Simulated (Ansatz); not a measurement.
# SiH₄O (singlet): from Hartree-Fock to the top rungs at distance O1–H3 along a hydrogen transfer = 1.525 Å, cc-pVDZ

One table from this session's results is given with a row withheld; the runs are named, their logs left out.

Computed with Ansatz 0.2.0, Gaussian basis. Level: cc-pVDZ, core rule «outside noble gas», up to 6 orbitals frozen.

Plan: UHF; CCSD(T) on RHF; CCSD(T) on UHF; BCCD(T) on RHF; CISD; CCSDT(Q) on RHF; CCSDT(Q) on UHF; CASSCF and MRCISD+Q, 2 electrons in 2 orbitals; CASSCF and NEVPT2, 2 electrons in 2 orbitals.

6 further runs of the same task are left out: 2 for a mislabelled method, 4 that didn't finish.

## The geometry

The geometry derives from fragments relaxed apart (PBE0/def2-TZVP) and kept rigid, so it is no stationary point. A hydrogen atom is moved between rigid fragments.

6 atoms, charge 0, spin multiplicity 1.

Atoms are counted from 1 here; the program's logs count them from 0.

Bond lengths: O1–H2 0.960 Å, H3–Si4 1.534 Å, Si4–H5 1.526 Å, Si4–H6 1.526 Å. Angles: H3–Si4–H5 113.7°, H3–Si4–H6 113.7°, H5–Si4–H6 91.2°.

The first run:

Input file in.yaml:

```yaml
crystal:
  periodic: [false, false, false]
  atoms:
    - {symbol: O, position_ang: [-1.966055, 0.017219, 0.000000]}
    - {symbol: H, position_ang: [-2.215365, 0.943795, 0.000000]}
    - {symbol: H, position_ang: [-0.441055, 0.017219, 0.000000]}
    - {symbol: Si, position_ang: [1.092945, 0.017219, 0.000000]}
    - {symbol: H, position_ang: [1.705125, -0.857065, 1.090012]}
    - {symbol: H, position_ang: [1.705125, -0.857065, -1.090012]}
basis:
  gaussian: {orbitals: cc-pVDZ}
magnetization: {spin_polarized: true, initial_magnetization: 0}
hamiltonian: {xc: hf}
output: {orbitals: {seedname: orbitals}}
```

Started as:

```
> ansatz run in.yaml --threads 1 --pin off --events-out ev --progress --plain --max-ram 2393MiB
```

Among the steps run: UHF; CCSD(T) on RHF; CCSD(T) on UHF; BCCD(T) on RHF; CISD; CCSDT(Q) on RHF; CCSDT(Q) on UHF; CASSCF and MRCISD+Q, 2 electrons in 2 orbitals; CASSCF and NEVPT2, 2 electrons in 2 orbitals.

One table of the session follows, with a row left open; its other results are not shown here.

```
       method  from RCCSDT(Q) (kcal/mol)
          RHF                    +248.88
          UHF                    +197.76
         RMP2                     +38.18
         UMP2                     +36.00
         CISD                          ?
        RCCSD                     +15.37
        UCCSD                      +8.63
     RCCSD(T)                      +2.14
     UCCSD(T)                      +4.75
      BCCD(T)                      +3.34
       RCCSDT                      +1.95
       UCCSDT                      +2.11
    RCCSDT(Q)                          0
    UCCSDT(Q)                      +0.83
  CASSCF pair                    +197.97
  NEVPT2 pair                     +30.08
  MRCISD pair                     +22.37
MRCISD+Q pair                      +4.03
```

Q: Estimate the row for CISD from the others.

As computed: from RCCSDT(Q) (kcal/mol): +43.95. In the column «from RCCSDT(Q) (kcal/mol)» it lies between RMP2 (+38.18) and UHF (+197.76).

Caveats from the session: The determinant is far from a pure spin state, so its energy mixes those of several spin states (harmless only where they are near-degenerate, as at dissociation). Warnings: restricted reference is unstable; spin contamination; large T1 diagnostic. Restricted and unrestricted rows rest on different reference determinants; where their highest levels disagree by more than a few hundredths of an eV, they describe different states and don't form one ladder.
